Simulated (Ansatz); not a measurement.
```tsv
atom	x (Å)	y (Å)	z (Å)
C	1.2079	0.0000	0.0000
C	0.3733	1.1488	0.0000
C	-0.9772	0.7100	0.0000
C	-0.9772	-0.7100	0.0000
C	0.3733	-1.1488	0.0000
C	2.6179	0.0000	0.0000
H	3.1679	0.9300	0.0000
H	3.1679	-0.9300	0.0000
H	0.7086	2.1807	0.0000
H	-1.8550	1.3478	0.0000
H	-1.8550	-1.3478	0.0000
H	0.7086	-2.1807	0.0000
```

Basis set: def2-TZVP. Charge 0. Computed with Ansatz (development build ahead of 0.2.0); the lowest solution found for each multiplicity.

Problem. How do the multiplicities compare at this shape? Give, from the lowest of each method, PBE0 (restricted) for 1, 3; PBE0 (unrestricted) for 1, 3; HF (unrestricted) for 1, 3; HF (restricted) for 1, 3.

Solution.

```tsv
method	multiplicity	E (eV)	<S²>
PBE0, restricted	1	0.000	0.00
PBE0, restricted	3	1.343	2.00
PBE0, unrestricted	1	0.000	0.00
PBE0, unrestricted	3	1.174	2.03
HF, unrestricted	1	0.000	0.96
HF, unrestricted	3	0.575	2.30
HF, restricted	1	0.000	0.00
HF, restricted	3	0.891	2.00
```

Caution for HF, unrestricted: the unrestricted determinant is a mixture of spin states. Caution for HF, restricted: an unrestricted determinant lies well below.
